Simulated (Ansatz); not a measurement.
# HSiGe⁺, triplet: reading a ladder of total energies

Geometry: that of the HSiGe, doublet, kept fixed.

```xyz
3

Si    0.0000    0.0000    0.2315
Ge    0.0000    0.0000   -1.9584
H     0.0000    0.0000    1.7269
```

Basis cc-pVTZ; Ansatz 0.2.0. Only valence electrons are correlated (noble-gas cores and the filled d shells of p-block atoms frozen), which leaves 8 electrons in 72 orbitals. Prefix R: restricted or restricted open-shell reference; prefix U: unrestricted. No spin–orbit coupling is included, and no scalar relativity.

Full CI isn't at hand for all of this; UCCSDT(Q) serves as the reference, and is uncertain by about the last step of the cluster series.

Runs differ by some tens of microhartree through their thresholds and, for an open shell, their frozen cores, so steps under 0.03 kcal/mol mean nothing.

```json
{"level": "UHF", "total energy (hartree)": "-2364.595467"}
{"level": "UMP2", "total energy (hartree)": "-2364.740615"}
{"level": "UCCSD", "total energy (hartree)": "-2364.771702"}
{"level": "UCCSD(T)", "total energy (hartree)": "-2364.780509"}
{"level": "UCCSDT", "total energy (hartree)": "-2364.782220"}
{"level": "UCCSDT(Q)", "total energy (hartree)": "-2364.782791"}
```

Q: What is the correlation energy at UCCSDT(Q), and what share of it do UMP2 and UCCSDT recover?

A: E(corr) = -2364.782791 − (-2364.595467) = -0.187324 hartree = -5.097 eV. UMP2: -0.145148 / -0.187324 = 77.48 %. UCCSDT: -0.186753 / -0.187324 = 99.70 %.

Q: By how many kcal/mol does UCCSD(T) miss UCCSDT(Q) (1 hartree = 627.509 kcal/mol), and which steps make up the rest?

A: -2364.780509 − (-2364.782791) = 0.002282 hartree = 1.43 kcal/mol. Steps: UCCSDT − UCCSD(T) = -1.07, UCCSDT(Q) − UCCSDT = -0.36 kcal/mol. Differences between like states or geometries often cancel part of this.
